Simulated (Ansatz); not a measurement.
# AlClH₃N: search for a transition state

Aim: find the saddle point of a 1,1-elimination that is to form N2–H3 and break Al1–N2, Al1–H3, prove it by its vibrations, and relax downhill on both sides to see what it joins.

Method: PBE0-D4, def2-SVP first, then def2-TZVP; program: Ansatz 0.2.0, Gaussian basis.

114 further runs of the same task are left out: 114 set aside as unsound or not needed.

## Step 1: Starting geometry

The guess: 6 atoms, charge 0, spin multiplicity 1.

Atoms are counted from 1 here; the program's logs count them from 0.

Bond lengths: Al1–N2 2.011 Å, Al1–H3 1.656 Å, Al1–Cl4 2.064 Å, N2–H3 1.257 Å, N2–H5 1.018 Å, N2–H6 1.022 Å. Angles: N2–Al1–H3 38.6°, N2–Al1–Cl4 103.1°, H3–Al1–Cl4 112.4°, Al1–N2–H3 55.3°, Al1–N2–H5 127.2°, Al1–N2–H6 126.2°, H3–N2–H5 108.6°, H3–N2–H6 114.5°, H5–N2–H6 106.6°, Al1–H3–N2 86.1°.

As a file:

```
Al   -0.80080   -0.93290   -0.63510
N     0.53940    0.04420    0.50130
H     0.71220   -0.26240   -0.70540
Cl   -2.29540    0.46600   -0.90160
H     1.29230   -0.36350    1.05150
H     0.55240    1.04860    0.68930
```

Distances that are to change: N2–H3 1.26 Å, Al1–N2 2.01 Å, Al1–H3 1.66 Å.

## Step 2: Relaxing the guess with the reacting distances held

hold/in.yaml

```yaml
crystal:
  periodic: [false, false, false]
  atoms:
    - {symbol: Al, position_ang: [-0.800800, -0.932900, -0.635100]}
    - {symbol: N, position_ang: [0.539400, 0.044200, 0.501300]}
    - {symbol: H, position_ang: [0.712200, -0.262400, -0.705400]}
    - {symbol: Cl, position_ang: [-2.295400, 0.466000, -0.901600]}
    - {symbol: H, position_ang: [1.292300, -0.363500, 1.051500]}
    - {symbol: H, position_ang: [0.552400, 1.048600, 0.689300]}
basis:
  gaussian: {orbitals: def2-SVP}
hamiltonian: {xc: pbe0, dispersion: d4}
relax: {f_tol: 0.04, max_steps: 150, escape_saddle: false, constraints: [{distance: [1, 2]}, {distance: [0, 1]}, {distance: [0, 2]}]}
```

Launch:

```
$ ansatz run in.yaml --threads 2 --pin off --events-out ev --progress --plain --max-ram 4352MiB
```

Log, shortened:

```text
Functional definition: PBE0
  name "PBE0"
  cite "Adamo & Barone, J. Chem. Phys. 110, 6158 (1999) doi:10.1063/1.478522"
  cite "Perdew, Burke & Ernzerhof, Phys. Rev. Lett. 77, 3865 (1996) doi:10.1103/PhysRevLett.77.3865"
  parent pbe
[...]
669 factors; integrals over basis functions are off by at most 3.1e-4 eV
[...]
mean field -20642.45460498 eV, -758.5962147748 hartree, gradient 1.3e-5 eV, S^2 0.000000; 0 other end points of the search recorded, 0 dependent functions left out
[...]
reference -20642.45463101 eV, -758.5962157314 hartree; 20, 20 occupied and 45, 45 virtual orbitals, 669 factors
relax step   1: F+E_penalty+E_count = -20642.53743166 eV  Δ(F+E_penalty+E_count) = +0.000e0 eV  max|allowed force component| = 1.383e0 eV/Å  Δτ_max = 0.0000 Å  (26 SCF iters, accepted)
[...]
relax step   3: F+E_penalty+E_count = -20642.69345604 eV  Δ(F+E_penalty+E_count) = -1.024e-2 eV  max|allowed force component| = 8.236e-2 eV/Å  Δτ_max = 0.0469 Å  (28 SCF iters, accepted)
[...]
relax step   4: F+E_penalty+E_count = -20642.69478588 eV  Δ(F+E_penalty+E_count) = -1.330e-3 eV  max|allowed force component| = 3.756e-2 eV/Å  Δτ_max = 0.0127 Å  (23 SCF iters, accepted)
  distance N 1 - H 2 held at 1.256976 Å   reaction = +2.5414e0 eV/Å
  distance Al 0 - N 1 held at 2.010539 Å   reaction = -1.0592e-1 eV/Å
  distance Al 0 - H 2 held at 1.656406 Å   reaction = -2.1920e0 eV/Å
669 factors; integrals over basis functions are off by at most 3.7e-4 eV
mean field -20642.61077531 eV, -758.6019539285 hartree, gradient 8.2e-6 eV, S^2 0.000000; 1 other end points of the search recorded, 0 dependent functions left out
[...]
reference -20642.61080098 eV, -758.6019548718 hartree; 20, 20 occupied and 45, 45 virtual orbitals, 669 factors
Total energy: -20642.69481155 eV, -758.6050422033 hartree
Atom 0 at    -0.734662    -0.997577    -0.696532 Å, force    -2.067613    -0.931661    -0.085874 eV/Å
Atom 1 at     0.486863     0.052241     0.506807 Å, force     0.679503    -0.676948    -2.298511 eV/Å
Atom 2 at     0.772537    -0.311398    -0.662015 Å, force     1.415963     1.659697     2.396520 eV/Å
Atom 3 at    -2.258648     0.544000    -0.793247 Å, force     0.029026    -0.018702     0.005965 eV/Å
Atom 4 at     1.263330    -0.360637     1.029934 Å, force    -0.034010    -0.004253     0.002006 eV/Å
Atom 5 at     0.470680     1.073372     0.615054 Å, force    -0.022870    -0.028133    -0.020106 eV/Å
Dipole moment:     0.784953     0.209080     0.494751 e Å
```

Wall time 4.5 s (2 threads of Arm Neoverse V2, shared host).

Relaxation path:

```tsv
step	energy from step 1 (eV)	largest force component (eV/Å)
1	0.0000	1.3835
2	-0.1458	0.1988
3	-0.1560	0.0824
4	-0.1574	0.0376
```

Close pairs (by a distance rule), those that changed most:

```tsv
bond	before (Å)	after (Å)	change (Å)
Al1–Cl4	2.064	2.170	+0.105
N2–H5	1.018	1.023	+0.006
N2–H6	1.022	1.027	+0.005
N2–H3	1.257	1.257	+0.000
Al1–N2	2.011	2.011	+0.000
Al1–H3	1.656	1.656	+0.000
```

## Step 3: Force constants to start from

hessian/in.yaml

```yaml
crystal:
  periodic: [false, false, false]
  atoms:
    - {symbol: Al, position_ang: [-0.734662, -0.997577, -0.696532]}
    - {symbol: N, position_ang: [0.486863, 0.052241, 0.506807]}
    - {symbol: H, position_ang: [0.772537, -0.311398, -0.662015]}
    - {symbol: Cl, position_ang: [-2.258648, 0.544000, -0.793247]}
    - {symbol: H, position_ang: [1.263330, -0.360637, 1.029934]}
    - {symbol: H, position_ang: [0.470680, 1.073372, 0.615054]}
basis:
  gaussian: {orbitals: def2-SVP}
hamiltonian: {xc: pbe0, dispersion: d4}
phonons: {}
scf: {lower_state_search: off}
```

Launch:

```
$ ansatz run in.yaml --threads 2 --pin off --events-out ev --progress --plain --max-ram 4352MiB
```

Log, shortened:

```text
[... 5 set-up lines as earlier in the session ...]
[...]
671 factors; integrals over basis functions are off by at most 2.8e-4 eV
[...]
mean field -20642.61077063 eV, -758.6019537563 hartree, gradient 2.2e-6 eV, S^2 0.000000; 0 other end points of the search recorded, 0 dependent functions left out
[...]
reference -20642.61079655 eV, -758.6019547089 hartree; 20, 20 occupied and 45, 45 virtual orbitals, 671 factors
[... from here to the last solve, the lines of the solves are left out (35 solves) ...]
671 factors; integrals over basis functions are off by at most 2.8e-4 eV
mean field -20642.61080587 eV, -758.6019550515 hartree, gradient 2.2e-6 eV, S^2 0.000000; 0 other end points of the search recorded, 0 dependent functions left out
[...]
WARN: phonons: modes at or below zero, which the zero-point energy, F, S and C_V leave out: 1, the lowest at -949.18 cm⁻¹. A minimum has none, and a first-order saddle one
Total energy: -20642.69480711 eV, -758.6050420403 hartree
Atom 0 at    -0.734662    -0.997577    -0.696532 Å, force    -2.067683    -0.931524    -0.085842 eV/Å
Atom 1 at     0.486863     0.052241     0.506807 Å, force     0.679494    -0.676965    -2.298525 eV/Å
Atom 2 at     0.772537    -0.311398    -0.662015 Å, force     1.416004     1.659690     2.396545 eV/Å
Atom 3 at    -2.258648     0.544000    -0.793247 Å, force     0.029067    -0.018796     0.005952 eV/Å
Atom 4 at     1.263330    -0.360637     1.029934 Å, force    -0.034007    -0.004274     0.001982 eV/Å
Atom 5 at     0.470680     1.073372     0.615054 Å, force    -0.022876    -0.028132    -0.020113 eV/Å
Dipole moment:     0.784953     0.209080     0.494753 e Å
Vibrations: -949.18 139.59 417.73 448.95 491.74 564.95 864.36 1405.13 1475.01 1950.83 3453.10 3600.68 cm⁻¹, zero-point energy 0.918231 eV
Checks for a lower state left out: stability, starts, cluster_reference, orbital_swaps, neighbouring_geometries, increment
```

Run time: 19 s. Hardware: 2 threads of Arm Neoverse V2, shared host.

The structure is not stationary yet, so these wavenumbers are no spectrum; the search needs only the force constants.

## Step 4: Saddle search in the small basis

A small driver takes partitioned rational-function steps: uphill along one mode, downhill along the rest. It calls the program once a step for energy and forces and updates the Hessian by Bofill's formula. It stops when the largest force is under 0.04 eV/Å and the followed curvature is negative. The first step's input:

presaddle/in.yaml

```yaml
crystal:
  periodic: [false, false, false]
  atoms:
    - {symbol: Al, position_ang: [-0.734662, -0.997577, -0.696532]}
    - {symbol: N, position_ang: [0.486863, 0.052241, 0.506807]}
    - {symbol: H, position_ang: [0.772537, -0.311398, -0.662015]}
    - {symbol: Cl, position_ang: [-2.258648, 0.544000, -0.793247]}
    - {symbol: H, position_ang: [1.263330, -0.360637, 1.029934]}
    - {symbol: H, position_ang: [0.470680, 1.073372, 0.615054]}
basis:
  gaussian: {orbitals: def2-SVP}
hamiltonian: {xc: pbe0, dispersion: d4}
output: {forces: true}
scf: {lower_state_search: off}
```

Launch:

```
$ ansatz run in.yaml --threads 2 --pin off --events-out ev --progress --plain --max-ram 4352MiB
```

The driver's record:

```tsv
step	energy (eV)	largest force (eV/Å)	followed curvature (eV/Å²)
1	-20642.69480	2.3965	-6.50
2	-20642.42104	1.3139	-10.25
3	-20642.30910	0.4041	-10.36
4	-20642.16092	1.1260	-10.27
5	-20642.31784	0.5300	-11.00
6	-20642.31178	0.9699	-11.63
7	-20642.33326	0.1412	-10.79
8	-20642.33620	0.1540	-11.11
9	-20642.33704	0.0770	-11.07
10	-20642.33663	0.0902	-11.07
11	-20642.33747	0.0343	-11.07
```

The 11 steps took 6.6 s in all (2 threads of Arm Neoverse V2, shared host).

## Step 5: Saddle search in triple zeta

A small driver takes partitioned rational-function steps: uphill along one mode, downhill along the rest. It calls the program once a step for energy and forces and updates the Hessian by Bofill's formula. It stops when the largest force is under 0.01 eV/Å and the followed curvature is negative. The first step's input:

saddle/in.yaml

```yaml
crystal:
  periodic: [false, false, false]
  atoms:
    - {symbol: Al, position_ang: [-0.730030, -0.777446, -0.586769]}
    - {symbol: N, position_ang: [0.516918, 0.155568, 0.481416]}
    - {symbol: H, position_ang: [0.931184, -0.487638, -0.832375]}
    - {symbol: Cl, position_ang: [-2.480873, 0.406451, -0.879441]}
    - {symbol: H, position_ang: [1.156475, -0.429195, 1.023349]}
    - {symbol: H, position_ang: [0.606427, 1.132259, 0.793820]}
basis:
  gaussian: {orbitals: def2-TZVP}
hamiltonian: {xc: pbe0, dispersion: d4}
output: {forces: true}
scf: {lower_state_search: off}
```

Launch:

```
$ ansatz run in.yaml --threads 2 --pin off --events-out ev --progress --plain --max-ram 4352MiB
```

The driver's record:

```tsv
step	energy (eV)	largest force (eV/Å)	followed curvature (eV/Å²)
1	-20650.81590	0.2714	-11.07
2	-20650.81930	0.1294	-10.95
3	-20650.81976	0.0245	-10.90
4	-20650.81824	0.1108	-10.92
5	-20650.81986	0.0196	-10.90
6	-20650.81988	0.0126	-10.70
7	-20650.81989	0.0019	-10.69
```

The 7 steps took 7.7 s in all (2 threads of Arm Neoverse V2, shared host).

The point found:

```xyz
6

Al   -0.7231   -0.7702   -0.5930
N     0.5188    0.1459    0.4764
H     0.9355   -0.4799   -0.8264
Cl   -2.4720    0.4087   -0.8628
H     1.1456   -0.4260    1.0345
H     0.5953    1.1215    0.7714
```

Followed mode, largest move set to 1: H3 (0.02, 0.61, 0.79); Al1 (-0.29, -0.43, -0.20); N2 (0.23, -0.11, -0.42); H6 (0.11, -0.09, -0.28).

## Step 6: Vibrations at the point found

vib/in.yaml

```yaml
crystal:
  periodic: [false, false, false]
  atoms:
    - {symbol: Al, position_ang: [-0.723108, -0.770210, -0.593028]}
    - {symbol: N, position_ang: [0.518821, 0.145895, 0.476401]}
    - {symbol: H, position_ang: [0.935543, -0.479924, -0.826428]}
    - {symbol: Cl, position_ang: [-2.472016, 0.408713, -0.862826]}
    - {symbol: H, position_ang: [1.145579, -0.425995, 1.034504]}
    - {symbol: H, position_ang: [0.595282, 1.121521, 0.771377]}
basis:
  gaussian: {orbitals: def2-TZVP}
hamiltonian: {xc: pbe0, dispersion: d4}
phonons: {temperatures: {t_min: 298.15, t_max: 900, t_step: 200}}
```

Launch:

```
$ ansatz run in.yaml --threads 2 --pin off --events-out ev --progress --plain --max-ram 4352MiB
```

Log, shortened:

```text
[... 5 set-up lines as earlier in the session ...]
[...]
834 factors; their error is unknown
[...]
mean field -20650.73732852 eV, -758.9005992506 hartree, gradient 4.5e-5 eV, S^2 0.000000; 0 other end points of the search recorded, 0 dependent functions left out
[...]
reference -20650.73735536 eV, -758.9006002370 hartree; 20, 20 occupied and 103, 103 virtual orbitals, 834 factors
[... from here to the last solve, the lines of the solves are left out (35 solves) ...]
834 factors; their error is unknown
mean field -20650.73730787 eV, -758.9005984916 hartree, gradient 1.6e-6 eV, S^2 0.000000; 0 other end points of the search recorded, 0 dependent functions left out
[...]
reference -20650.73733471 eV, -758.9005994780 hartree; 20, 20 occupied and 103, 103 virtual orbitals, 834 factors
WARN: phonons: modes at or below zero, which the zero-point energy, F, S and C_V leave out: 1, the lowest at -1411.32 cm⁻¹. A minimum has none, and a first-order saddle one
Total energy: -20650.81988976 eV, -758.9036333201 hartree
Atom 0 at    -0.723108    -0.770210    -0.593028 Å, force    -0.001875     0.000324    -0.000093 eV/Å
Atom 1 at     0.518821     0.145895     0.476401 Å, force     0.001110    -0.001328    -0.000598 eV/Å
Atom 2 at     0.935543    -0.479924    -0.826428 Å, force    -0.000262     0.000615    -0.000233 eV/Å
Atom 3 at    -2.472016     0.408713    -0.862826 Å, force     0.001415    -0.000621     0.000044 eV/Å
Atom 4 at     1.145579    -0.425995     1.034504 Å, force     0.000165    -0.000310     0.000775 eV/Å
Atom 5 at     0.595282     1.121521     0.771377 Å, force    -0.000553     0.001321     0.000104 eV/Å
Dipole moment:     0.510487     0.054903     0.425396 e Å
Vibrations: -1411.32 148.69 283.18 472.73 571.18 627.94 771.94 1014.71 1535.45 1645.57 3422.14 3584.86 cm⁻¹, zero-point energy 0.872749 eV
```

Wall time 37 s (2 threads of Arm Neoverse V2, shared host).

The modes, with what each moves most:

```tsv
mode	wavenumber (cm⁻¹)	character
1	1411i	changes N2–H3
2	149	bend
3	283	torsion
4	473	Al–Cl stretch
5	571	bend
6	628	Al–N stretch with bend
7	772	torsion with out-of-plane bend
8	1015	torsion
9	1535	bend
10	1646	Al–H stretch
11	3422	N–H stretch
12	3585	N–H stretch
```

Vibrational sums (real modes only):

```tsv
T (K)	entropy (J/mol/K)	heat capacity (J/mol/K)
298	25.8	34.1
498	47.4	49.8
698	65.8	59.2
898	81.5	65.7
```

## Step 7: Relaxing after a step of 0.30 Å one way along the mode

downa/in.yaml

```yaml
crystal:
  periodic: [false, false, false]
  atoms:
    - {symbol: Al, position_ang: [-0.809414, -0.897946, -0.653966]}
    - {symbol: N, position_ang: [0.587952, 0.114121, 0.349857]}
    - {symbol: H, position_ang: [0.942839, -0.296522, -0.589130]}
    - {symbol: Cl, position_ang: [-2.466228, 0.439670, -0.829380]}
    - {symbol: H, position_ang: [1.117758, -0.453649, 1.035881]}
    - {symbol: H, position_ang: [0.627194, 1.094326, 0.686739]}
basis:
  gaussian: {orbitals: def2-TZVP}
hamiltonian: {xc: pbe0, dispersion: d4}
relax: {f_tol: 0.005, max_steps: 200}
```

Launch:

```
$ ansatz run in.yaml --threads 2 --pin off --events-out ev --progress --plain --max-ram 4352MiB
```

Log, shortened:

```text
[... 5 set-up lines as earlier in the session ...]
[...]
834 factors; their error is unknown
[...]
mean field -20651.60581167 eV, -758.9325154178 hartree, gradient 3.1e-5 eV, S^2 0.000000; 0 other end points of the search recorded, 0 dependent functions left out
[...]
reference -20651.60583761 eV, -758.9325163709 hartree; 20, 20 occupied and 103, 103 virtual orbitals, 834 factors
relax step   1: F+E_penalty+E_count = -20651.69282171 eV  Δ(F+E_penalty+E_count) = +0.000e0 eV  max|allowed force component| = 1.857e0 eV/Å  Δτ_max = 0.0000 Å  (27 SCF iters, accepted)
[...]
834 factors; their error is unknown
[...]
mean field -20652.62622727 eV, -758.9700149995 hartree, gradient 3.5e-5 eV, S^2 0.000000; 1 other end points of the search recorded, 0 dependent functions left out
[...]
reference -20652.62625251 eV, -758.9700159270 hartree; 20, 20 occupied and 103, 103 virtual orbitals, 834 factors
Total energy: -20652.72499332 eV, -758.9736445848 hartree
Atom 0 at    -1.063073    -1.212094    -0.684673 Å, force    -0.002610    -0.001374    -0.000983 eV/Å
Atom 1 at     0.632530    -0.018212     0.208973 Å, force    -0.000554     0.002419     0.003354 eV/Å
Atom 2 at     1.428847     0.053468    -0.416911 Å, force     0.001476     0.000597    -0.000419 eV/Å
Atom 3 at    -2.234946     0.664611    -0.572458 Å, force    -0.000630     0.000136    -0.000707 eV/Å
Atom 4 at     0.968778    -0.403082     1.086209 Å, force     0.001953    -0.000971    -0.000197 eV/Å
Atom 5 at     0.267965     0.915309     0.378862 Å, force     0.000365    -0.000809    -0.001049 eV/Å
Dipole moment:     1.010200     0.174922     0.386697 e Å
```

It took 19 s on 2 threads of Arm Neoverse V2, shared host.

Step by step:

```tsv
step	energy from step 1 (eV)	largest force component (eV/Å)
1	0.0000	1.8572
2	-0.4971	1.5509
3	-0.8490	1.2874
4	-0.9760	1.1683
5	-1.0170	0.6392
6	-1.0269	0.2005
7	-1.0296	0.1651
8	-1.0320	0.0209
9	-1.0321	0.0105
10	-1.0319	0.0563
11	-1.0321	0.0034
```

Close pairs (by a distance rule), those that changed most:

```tsv
bond	before (Å)	after (Å)	change (Å)
Al1–H3	1.854	2.808	+0.954
Al1–N2	1.996	2.258	+0.262
Al1–Cl4	2.137	2.215	+0.079
N2–H3	1.085	1.015	-0.069
N2–H5	1.036	1.015	-0.021
N2–H6	1.037	1.016	-0.021
```

## Step 8: Relaxing after a step of 0.30 Å the other way along the mode

downb/in.yaml

```yaml
crystal:
  periodic: [false, false, false]
  atoms:
    - {symbol: Al, position_ang: [-0.636802, -0.642474, -0.532090]}
    - {symbol: N, position_ang: [0.449691, 0.177669, 0.602946]}
    - {symbol: H, position_ang: [0.928247, -0.663327, -1.063726]}
    - {symbol: Cl, position_ang: [-2.477804, 0.377755, -0.896272]}
    - {symbol: H, position_ang: [1.173399, -0.398340, 1.033126]}
    - {symbol: H, position_ang: [0.563369, 1.148717, 0.856016]}
basis:
  gaussian: {orbitals: def2-TZVP}
hamiltonian: {xc: pbe0, dispersion: d4}
relax: {f_tol: 0.005, max_steps: 200}
```

Launch:

```
$ ansatz run in.yaml --threads 2 --pin off --events-out ev --progress --plain --max-ram 4352MiB
```

Log, shortened:

```text
[... 5 set-up lines as earlier in the session ...]
[...]
834 factors; their error is unknown
[...]
mean field -20651.37275816 eV, -758.9239508590 hartree, gradient 2.4e-5 eV, S^2 0.000000; 0 other end points of the search recorded, 0 dependent functions left out
[...]
reference -20651.37278570 eV, -758.9239518712 hartree; 20, 20 occupied and 103, 103 virtual orbitals, 834 factors
relax step   1: F+E_penalty+E_count = -20651.45596029 eV  Δ(F+E_penalty+E_count) = +0.000e0 eV  max|allowed force component| = 1.332e0 eV/Å  Δτ_max = 0.0000 Å  (27 SCF iters, accepted)
[...]
834 factors; their error is unknown
mean field -20653.58634436 eV, -759.0052986514 hartree, gradient 1.5e-5 eV, S^2 0.000000; 1 other end points of the search recorded, 0 dependent functions left out
[...]
reference -20653.58637333 eV, -759.0052997164 hartree; 20, 20 occupied and 103, 103 virtual orbitals, 834 factors
Total energy: -20653.66993276 eV, -759.0083704687 hartree
Atom 0 at    -0.307364    -0.344944    -0.621054 Å, force     0.000110    -0.000104    -0.000080 eV/Å
Atom 1 at     0.551903     0.329937     0.753571 Å, force    -0.000092     0.000134     0.000095 eV/Å
Atom 2 at     0.345549    -1.420393    -1.560683 Å, force     0.000077     0.000144     0.000217 eV/Å
Atom 3 at    -2.259618     0.339055    -0.974209 Å, force     0.000039     0.000107     0.000183 eV/Å
Atom 4 at     1.490203     0.076334     1.017082 Å, force    -0.000018    -0.000112    -0.000106 eV/Å
Atom 5 at     0.179426     1.020011     1.385293 Å, force    -0.000116    -0.000169    -0.000310 eV/Å
Dipole moment:     0.380840     0.017498     0.257436 e Å
```

Run time: 21 s. Hardware: 2 threads of Arm Neoverse V2, shared host.

The steps of the relaxation:

```tsv
step	energy from step 1 (eV)	largest force component (eV/Å)
1	0.0000	1.3315
2	-0.6801	1.3556
3	-1.3177	1.3879
4	-1.7235	0.8324
5	-1.9999	1.2139
6	-2.1285	0.5224
7	-2.1689	0.6074
8	-2.1757	0.5379
9	-2.2039	0.4369
10	-2.2138	0.0764
11	-2.2139	0.0062
12	-2.2139	0.0031
13	-2.2139	0.0003
```

Distances of close pairs at the start and the end, largest changes first:

```tsv
bond	before (Å)	after (Å)	change (Å)
Al1–H3	1.653	1.570	-0.083
Al1–Cl4	2.136	2.099	-0.038
Al1–N2	1.772	1.756	-0.016
N2–H5	1.020	1.007	-0.013
N2–H6	1.010	1.007	-0.003
```

## Step 9: The three structures

```tsv
pair	start side (Å)	saddle (Å)	end side (Å)
N2–H3	2.909	1.504	1.015
Al1–N2	1.756	1.878	2.258
Al1–H3	1.570	1.700	2.808
```

## Step 10: What came out

```
                       quantity                                         value
                 imaginary mode                                    1411i cm⁻¹
    barrier from the start side                                  275.0 kJ/mol
      barrier from the end side                                  183.8 kJ/mol
             energy of the step                                  +91.2 kJ/mol
              pairs that change  N2–H3 formed, Al1–N2 loosened, Al1–H3 broken
zero-point energy at the saddle                                      0.873 eV
```

What this shows: One imaginary mode, 1411i cm⁻¹, makes this a first-order saddle. The two relaxations end on the structures that were planned. A bond meant to break is only loosened at the end: the products stay bound as an adduct. At PBE0-D4/def2-TZVP the electronic barrier is 275.0 kJ/mol, about 111 kT at 298 K, and the step runs 91.2 kJ/mol uphill. With so stiff a mode tunnelling counts: Wigner's rough correction is a factor of 2.9 at 298 K. These are plain relaxations, not an intrinsic reaction coordinate. Lower complexes than these ends may exist.
